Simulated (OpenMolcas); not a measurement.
# BNH3 (SMILES [BH]N): a chain of runs

Wanted: a single-point energy (UHF/STO-3G), then the energy (CASSCF(3,3)/STO-3G), then the energy (CASPT2(3,3)/STO-3G), then a single-point energy (SC-NEVPT2(3,3)/STO-3G), then a single-point energy (MRCI(3,3)/STO-3G) of BNH3. 

Program for the calculation: OpenMolcas 26.06.

1 further run of the same task is left out (set aside as unsound or not needed).

### 1 Starting point

BNH3 has 5 atoms, charge 0, and is taken as a doublet. SMILES: `[BH]N`. The B1–N2 distance was set to 2.402 Å, away from the relaxed value. At this shape a bond of the SMILES string is far longer than usual.

Bond lengths: B1–H3 1.172 Å, N2–H4 1.016 Å, N2–H5 1.009 Å. Angles: H4–N2–H5 110.8°. A long bond or contact: B1–N2 2.402 Å.

### 2 The energy at UHF/STO-3G (run 1)

step1.inp

```
&gateway
 baslib=$CurrDir
 basisset
 B.STO-3G....
 B1 1.361646 -0.900398 1.102876 angstrom
 End of Basis
 basisset
 N.STO-3G....
 N2 -0.168710 0.403420 -0.210620 angstrom
 End of Basis
 basisset
 H.STO-3G....
 H3 1.192596 -2.045718 1.286676 angstrom
 H4 -1.006670 0.036070 -0.653090 angstrom
 H5 -0.067120 1.389060 -0.399980 angstrom
 End of Basis

&seward

&scf
 uhf
 spin=2
 scramble=0.25
 prorbitals=1 1
```

The basis set STO-3G is read from a file made from the Basis Set Exchange's data (not shown).

Run with:

```sh
export MOLCAS_MEM=1860
pymolcas step1.inp > step1.log
```

The log of the run:

```text
--- Start Module: gateway ---
[...]
--- Stop Module: gateway /rc=_RC_ALL_IS_WELL_ ---
--- Start Module: seward ---
[...]
      Basis functions           13
--- Stop Module: seward /rc=_RC_ALL_IS_WELL_ ---
--- Start Module: scf ---
[...]
       Convergence after  99 Iterations
[...]
::    Total SCF energy                                -79.5955049144
[...]
      Total spin, S                                     0.7939686149
[...]
      Total electronic charge=   15.000000
      Total            charge=   -0.000000
[...]
      Dipole Moment (debye):
      Origin of the operator (angstrom)=    0.4547   -0.1744    0.3363
                   X= -2.0590E+00               Y=  1.2393E+00               Z= -1.6785E+00           Total=  2.9313E+00
      Quadrupole Moment (debye*angstrom):
[...]
--- Stop Module: scf /rc=_RC_ALL_IS_WELL_ ---
[...]
```

It took 3.6 s on 1 thread of Arm Neoverse V1, shared host; peak memory 0.37 GiB.

### 3 A single-point energy at CASSCF(3,3)/STO-3G (run 2)

step2.input

```
>>> EXPORT MOLCAS_PRINT=2

&GATEWAY
 BasLib=$CurrDir
 BasisSet
 B.STO-3G....
 B1 1.361646 -0.900398 1.102876 angstrom
 End of Basis
 BasisSet
 N.STO-3G....
 N2 -0.168710 0.403420 -0.210620 angstrom
 End of Basis
 BasisSet
 H.STO-3G....
 H3 1.192596 -2.045718 1.286676 angstrom
 H4 -1.006670 0.036070 -0.653090 angstrom
 H5 -0.067120 1.389060 -0.399980 angstrom
 End of Basis

&SEWARD

&RASSCF
 FileOrb=$CurrDir/step1.UnaOrb
 Spin=2
 Nactel=3 0 0
 Inactive=6
 Ras2=3
 OrbListing=Nothing
 OrbAppear=Compact
```

The basis set STO-3G is read from a file made from the Basis Set Exchange's data (not shown).

Run with:

```sh
export MOLCAS_MEM=1860
pymolcas step2.input > step2.log
```

The log of the run:

```text
--- Start Module: gateway ---
[...]
--- Stop Module: gateway /rc=_RC_ALL_IS_WELL_ ---
--- Start Module: seward ---
[...]
      Basis functions           13
--- Stop Module: seward /rc=_RC_ALL_IS_WELL_ ---
--- Start Module: rasscf ---
[...]
      Number of active orbitals                  3
[...]
      Spin quantum number                      0.5
[...]
      Active orbitals                            3
[...]
      Number of CSFs                             8
[...]
      Number of root(s) required                 1
[...]
      Convergence after 20 iterations
[...]
      printout of CI-coefficients larger than  0.05 for root  1
      energy=     -79.596034
      conf/sym  111     Coeff  Weight
             1  2u0  -0.96895 0.93886
             8  0u2  -0.24657 0.06080
      Natural orbitals and occupation numbers for root  1
      sym 1:   1.877754   1.000306   0.121940
      ************************************************************************************************************************
      *                                                    Final results                                                     *
[...]
::    RASSCF root number  1 Total energy:    -79.59603433
[...]
      Total electronic charge=   15.000000
      Total            charge=   -0.000000
[...]
      Dipole Moment (debye):
      Origin of the operator (angstrom)=    0.4547   -0.1744    0.3363
                   X= -2.1699E+00               Y=  7.8957E-01               Z= -1.5952E+00           Total=  2.8065E+00
      Quadrupole Moment (debye*angstrom):
[...]
--- Stop Module: rasscf /rc=_RC_ALL_IS_WELL_ ---
[...]
```

It took 2 s on 1 thread of Arm Neoverse V1, shared host; peak memory 0.37 GiB.

### 4 The energy at CASPT2(3,3)/STO-3G (run 3)

step3.inp

```
>>> EXPORT MOLCAS_PRINT=2

&GATEWAY
 BasLib
 $CurrDir
 BasisSet
 B.STO-3G....
 B1 1.361646 -0.900398 1.102876 angstrom
 End of Basis
 BasisSet
 N.STO-3G....
 N2 -0.168710 0.403420 -0.210620 angstrom
 End of Basis
 BasisSet
 H.STO-3G....
 H3 1.192596 -2.045718 1.286676 angstrom
 H4 -1.006670 0.036070 -0.653090 angstrom
 H5 -0.067120 1.389060 -0.399980 angstrom
 End of Basis

&SEWARD

&RASSCF
 FileOrb
 $CurrDir/step2.RasOrb
 Spin
 2
 Nactel
 3 0 0
 Inactive
 6
 Ras2
 3
 OrbListing
 Nothing
 OrbAppear
 Compact

&CASPT2
 Imaginary
 0.1
 Frozen
 2
```

The basis set STO-3G is read from a file made from the Basis Set Exchange's data (not shown).

Run with:

```sh
export MOLCAS_MEM=1860
pymolcas step3.inp > step3.log
```

The log of the run:

```text
--- Start Module: gateway ---
[...]
--- Stop Module: gateway /rc=_RC_ALL_IS_WELL_ ---
[...]
      Basis functions           13
[...]
--- Start Module: rasscf ---
[...]
      Number of active orbitals                  3
[...]
      Spin quantum number                      0.5
[...]
      Active orbitals                            3
[...]
      Number of CSFs                             8
[...]
      Number of root(s) required                 1
[...]
      Convergence after  4 iterations
[...]
      printout of CI-coefficients larger than  0.05 for root  1
      energy=     -79.596034
      conf/sym  111     Coeff  Weight
             1  2u0  -0.96895 0.93886
             8  0u2  -0.24657 0.06080
      Natural orbitals and occupation numbers for root  1
      sym 1:   1.877755   1.000306   0.121939
      ************************************************************************************************************************
      *                                                    Final results                                                     *
[...]
::    RASSCF root number  1 Total energy:    -79.59603433
[...]
      Total electronic charge=   15.000000
      Total            charge=   -0.000000
[...]
      Dipole Moment (debye):
      Origin of the operator (angstrom)=    0.4547   -0.1744    0.3363
                   X= -2.1699E+00               Y=  7.8954E-01               Z= -1.5951E+00           Total=  2.8064E+00
      Quadrupole Moment (debye*angstrom):
[...]
--- Stop Module: rasscf /rc=_RC_ALL_IS_WELL_ ---
--- Start Module: caspt2 ---
[...]
 ###    WARNING: User changed nr of frozen orbitals.                         ###
 ###############################################################################
[...]
      E2 (Variational):          -0.0509920948
      Total energy:             -79.6470264278
[...]
      Reference weight:           0.97756
[...]
::    CASPT2 Root  1     Total energy:    -79.64702643
[...]
--- Stop Module: caspt2 /rc=_RC_ALL_IS_WELL_ ---
[...]
```

Wall time 1.8 s (1 thread of Arm Neoverse V1, shared host); peak memory 0.37 GiB.

### 5 A single-point energy at SC-NEVPT2(3,3)/STO-3G (run 4)

step4.input

```
* BH3N NEVPT2

&GATEWAY
  BasLib
  $CurrDir
  BasisSet
  B.STO-3G....
  B1 1.361646 -0.900398 1.102876 angstrom
  End of Basis
  BasisSet
  N.STO-3G....
  N2 -0.168710 0.403420 -0.210620 angstrom
  End of Basis
  BasisSet
  H.STO-3G....
  H3 1.192596 -2.045718 1.286676 angstrom
  H4 -1.006670 0.036070 -0.653090 angstrom
  H5 -0.067120 1.389060 -0.399980 angstrom
  End of Basis

&SEWARD

&RASSCF
  FileOrb
  $CurrDir/step2.RasOrb
  Spin
  2
  Nactel
  3 0 0
  Inactive
  6
  Ras2
  3
  OrbListing
  Nothing
  OrbAppear
  Compact

&CASPT2
  SC-NEVPT2
  Frozen
  2
```

The basis set STO-3G is read from a file made from the Basis Set Exchange's data (not shown).

Run with:

```sh
export MOLCAS_MEM=1860
pymolcas step4.input > step4.log
```

The log of the run:

```text
--- Start Module: gateway ---
[...]
--- Stop Module: gateway /rc=_RC_ALL_IS_WELL_ ---
[...]
      Basis functions           13
[...]
--- Start Module: rasscf ---
[...]
      Number of active orbitals                  3
[...]
      Spin quantum number                      0.5
[...]
      Active orbitals                            3
[...]
      Number of CSFs                             8
[...]
      Number of root(s) required                 1
[...]
      Convergence after  4 iterations
[...]
      printout of CI-coefficients larger than  0.05 for root  1
      energy=     -79.596034
      conf/sym  111     Coeff  Weight
             1  2u0  -0.96895 0.93886
             8  0u2  -0.24657 0.06080
      Natural orbitals and occupation numbers for root  1
      sym 1:   1.877755   1.000306   0.121939
      ************************************************************************************************************************
      *                                                    Final results                                                     *
[...]
::    RASSCF root number  1 Total energy:    -79.59603433
[...]
      Total electronic charge=   15.000000
      Total            charge=   -0.000000
[...]
      Dipole Moment (debye):
      Origin of the operator (angstrom)=    0.4547   -0.1744    0.3363
                   X= -2.1699E+00               Y=  7.8954E-01               Z= -1.5951E+00           Total=  2.8064E+00
      Quadrupole Moment (debye*angstrom):
[...]
--- Stop Module: rasscf /rc=_RC_ALL_IS_WELL_ ---
--- Start Module: caspt2 ---
[...]
 ###    WARNING: User changed nr of frozen orbitals.                         ###
 ###############################################################################
[...]
      E2 (Variational):          -0.0497518323
[...]
      E2 (Variational):          -0.0497321356
      Total energy:             -79.6457664685
[...]
      Reference weight:           0.97900
[...]
::    SC-NEVPT2 Root  1     Total energy:    -79.64576647
[...]
--- Stop Module: caspt2 /rc=_RC_ALL_IS_WELL_ ---
[...]
```

It took 1.8 s on 1 thread of Arm Neoverse V1, shared host; peak memory 0.37 GiB.

### 6 A single-point energy at MRCI(3,3)/STO-3G (run 5)

step5.input

```
&gateway
 baslib=$CurrDir
 basisset
 B.STO-3G....
 B1 1.361646 -0.900398 1.102876 angstrom
 End of Basis
 basisset
 N.STO-3G....
 N2 -0.168710 0.403420 -0.210620 angstrom
 End of Basis
 basisset
 H.STO-3G....
 H3 1.192596 -2.045718 1.286676 angstrom
 H4 -1.006670 0.036070 -0.653090 angstrom
 H5 -0.067120 1.389060 -0.399980 angstrom
 End of Basis

&seward

&rasscf
 fileorb=$CurrDir/step2.RasOrb
 spin=2
 nactel=3 0 0
 inactive=6
 ras2=3
 orblisting=Nothing
 orbappear=Compact

&motra
 lumorb
 frozen=2

&guga
 electrons=11
 spin=2
 inactive=4
 active=3
 ciall=1

&mrci
 sdci
```

The basis set STO-3G is read from a file made from the Basis Set Exchange's data (not shown).

Run with:

```sh
export MOLCAS_MEM=1860
pymolcas step5.input > step5.log
```

The log of the run:

```text
--- Start Module: gateway ---
[...]
--- Stop Module: gateway /rc=_RC_ALL_IS_WELL_ ---
[...]
      Basis functions           13
[...]
      Number of active orbitals                  3
[...]
      Spin quantum number                      0.5
[...]
      Active orbitals                            3
[...]
      Number of CSFs                             8
[...]
      Number of root(s) required                 1
[...]
      Convergence after  4 iterations
[...]
      printout of CI-coefficients larger than  0.05 for root  1
      energy=     -79.596034
      conf/sym  111     Coeff  Weight
             1  2u0  -0.96895 0.93886
             8  0u2  -0.24657 0.06080
      Natural orbitals and occupation numbers for root  1
      sym 1:   1.877755   1.000306   0.121939
      ************************************************************************************************************************
      *                                                    Final results                                                     *
[...]
::    RASSCF root number  1 Total energy:    -79.59603433
[...]
      Dipole Moment (debye):
      Origin of the operator (angstrom)=    0.4547   -0.1744    0.3363
                   X= -2.1699E+00               Y=  7.8954E-01               Z= -1.5951E+00           Total=  2.8064E+00
      Quadrupole Moment (debye*angstrom):
[...]
      *** WARNING: Default frozen orbitals is overwritten by user input.
      *** Default values:   2
[...]
--- Start Module: guga ---
[...]
--- Stop Module: guga /rc=_RC_ALL_IS_WELL_ ---
--- Start Module: mrci ---
[...]
       (But an ACPF correction will be computed)
       USE THE DEFAULT ACPF G-VALUE GFAC=  0.18181818181818182
[...]
                      CI ENERGY:   -79.67240438
[...]
                ACPF CORRECTION:    -0.00390555
[...]
      Total electronic charge=   15.000000
      Total            charge=    0.000000
[...]
     ACPF CORRECTION:     -0.00390555
[...]
  CI State   1     Total energy:    -79.67240438     QDav:     -0.00482832     QACPF:     -0.00390555
[...]
--- Stop Module: mrci /rc=_RC_ALL_IS_WELL_ ---
[...]
```

Wall time 2 s (1 thread of Arm Neoverse V1, shared host); peak memory 0.37 GiB.

### 7 What came out

| quantity | value |
| --- | --- |
| run 1, UHF/STO-3G: total energy | -79.59550 Eh |
| run 1, UHF/STO-3G: dipole moment | 2.93 D |
| run 1, UHF/STO-3G: HOMO energy (highest over α and β) | -5.79 eV |
| run 1, UHF/STO-3G: LUMO energy (lowest over α and β) | 7.89 eV |
| run 1, UHF/STO-3G: ⟨S²⟩ | 1.424 |
| run 2, CASSCF(3,3)/STO-3G: total energy | -79.59603 Eh |
| run 2, CASSCF(3,3)/STO-3G: dipole moment (CASSCF density) | 2.81 D |
| run 3, CASPT2(3,3)/STO-3G: total energy | -79.64703 Eh |
| run 3, CASPT2(3,3)/STO-3G: dipole moment (CASSCF density) | 2.81 D |
| run 4, SC-NEVPT2(3,3)/STO-3G: total energy | -79.64577 Eh |
| run 4, SC-NEVPT2(3,3)/STO-3G: dipole moment (CASSCF density) | 2.81 D |
| run 5, MRCI(3,3)/STO-3G: total energy | -79.67240 Eh |
| run 5, MRCI(3,3)/STO-3G: dipole moment (CASSCF density) | 2.81 D |

What this shows: ⟨S²⟩ (run 1, UHF/STO-3G) is 1.42 where a pure doublet has 0.75: the reference is spin-contaminated. The run (run 1, UHF/STO-3G) may have ended on a state above the lowest. Mulliken charges (run 3, CASPT2(3,3)/STO-3G) of the CASSCF density run from -0.27 on N2 to +0.17 on H5; they depend strongly on the basis. Mulliken charges (run 5, MRCI(3,3)/STO-3G) of the CASSCF density run from -0.27 on N2 to +0.17 on H5; they depend strongly on the basis.
